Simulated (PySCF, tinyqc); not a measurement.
Starting guesses with plain Roothaan steps: SCF starting guesses in the sto-6g basis, for CH2, spin multiplicity 1. Computed by the program tinyqc with PySCF. 

Geometry (angstrom):
```
atom       x        y       z
C     0.0000   0.0000  0.0000
H     0.0000   0.9720  0.6690
H     0.0000  -1.0530  0.7240
```

lowest restricted solution found by these runs and by PySCF = -38.726663 hartree

RHF with one setting changed at a time; a run stops when the energy changes by less than 1e-09 hartree and the error matrix is below 1e-5. Starts: the lowest orbitals of the core Hamiltonian, of the Wolfsberg-Helmholz matrix (K = 1.75), projected atomic densities, random orbitals, and the highest orbitals of the core Hamiltonian (a deliberately bad start).

Largest element of the error matrix X^T (FDS - SDF) X:
```
iteration     core  Wolfsberg-Helmholz  atomic densities   random  highest core orbitals
1          5.8e-01             3.6e-01           6.8e-01  8.8e+00                2.5e-01
2          1.1e-01             7.2e-02           5.8e-02  4.2e-01                4.1e-01
3          3.2e-02             3.1e-02           1.9e-02  1.5e-01                4.0e-01
4          1.0e-02             1.3e-02           8.4e-03  8.2e-02                4.5e-02
5          3.3e-03             5.4e-03           3.7e-03  7.3e-02                1.1e-02
6          1.1e-03             2.3e-03           1.6e-03  6.4e-02                3.2e-03
8          2.3e-04             4.5e-04           3.3e-04  4.6e-02                3.8e-04
10         8.0e-05             8.9e-05           6.7e-05  3.2e-02                6.3e-05
14         1.0e-05                   -                 -  1.4e-02                      -
20               -                   -                 -  4.1e-03                      -
30               -                   -                 -  5.0e-04                      -
45               -                   -                 -  2.2e-05                      -
```

How each run ends:
```
run                    iterations  E (hartree)         state
core                           15    -38.54748        higher
Wolfsberg-Helmholz             13    -38.72666  lowest found
atomic densities               13    -38.72666  lowest found
random                         49    -38.72666  lowest found
highest core orbitals          13    -38.72666  lowest found
```

4 of 5 runs reach the lowest restricted solution found, in 13 to 49 iterations (fastest: Wolfsberg-Helmholz, atomic densities, highest core orbitals). Ending on a higher stationary point: core; a small error matrix cannot reveal that, and an occupation fixed by the start is kept by symmetry or by the shape of the basin. The first errors are 6e-01, 4e-01, 7e-01, 9e+00, 2e-01. The restricted reference is unstable here: a spin-polarised solution lies 0.0285 hartree lower (PySCF), so results built on it describe a poor reference.
